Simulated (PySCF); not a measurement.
Species: CS.
InChI=1S/CS/c1-2

The closed-shell ground state was solved at several levels (PySCF, density fitting, gas phase, non-relativistic). Isolated species at its PBE0-D3(BJ)/def2-SVP geometry, gas phase.

| level | basis functions | HOMO (eV) | LUMO (eV) | gap (eV) | dipole (D) |
| --- | --- | --- | --- | --- | --- |
| PBE0/aug-cc-pVDZ | 50 | -8.96 | -2.34 | 6.62 | 1.86 |
| PBE0/def2-TZVPD | 83 | -8.91 | -2.39 | 6.52 | 1.93 |
| PBE0/pcSseg-1 | 41 | -8.92 | -2.27 | 6.65 | 1.74 |
| PBE0/6-31+G* | 40 | -8.96 | -2.31 | 6.65 | 1.76 |
| PBE/def2-SVPD | 47 | -7.43 | -3.44 | 3.99 | 1.99 |
| B3LYP/cc-pVTZ | 64 | -8.59 | -2.48 | 6.11 | 1.88 |
| BHandHLYP/def2-SVPD | 47 | -10.46 | -1.27 | 9.19 | 1.86 |

(1) What might PBE0/def2-SVP (32 basis functions) give for the same quantities?

(2) Over all these levels, which gives the widest orbital gap and which the narrowest?

(3) How much does the basis alone move the frontier levels among the 5 PBE0 rows (the withheld one included)?

(4) How far do the dipole and the HOMO energy spread over the levels?

Answers

(1) HOMO -8.81 eV, LUMO -2.17 eV, gap 6.64 eV, dipole 1.80 D.

(2) BHandHLYP/def2-SVPD (global hybrid, 50 % exact exchange) has the widest, 9.19 eV, and PBE/def2-SVPD (GGA) the narrowest, 3.99 eV. The two share the basis. From the narrowest to the widest the HOMO moves by -3.03 eV and the LUMO by +2.17 eV.

(3) The HOMO by 0.15 eV and the LUMO by 0.22 eV. By rising basis size (HOMO, LUMO in eV): def2-SVP -8.81, -2.17; 6-31+G* -8.96, -2.31; pcSseg-1 -8.92, -2.27; aug-cc-pVDZ -8.96, -2.34; def2-TZVPD -8.91, -2.39.

(4) The dipole runs from 1.74 to 1.99 D (mean 1.85 D) and the HOMO from -10.46 to -7.43 eV.
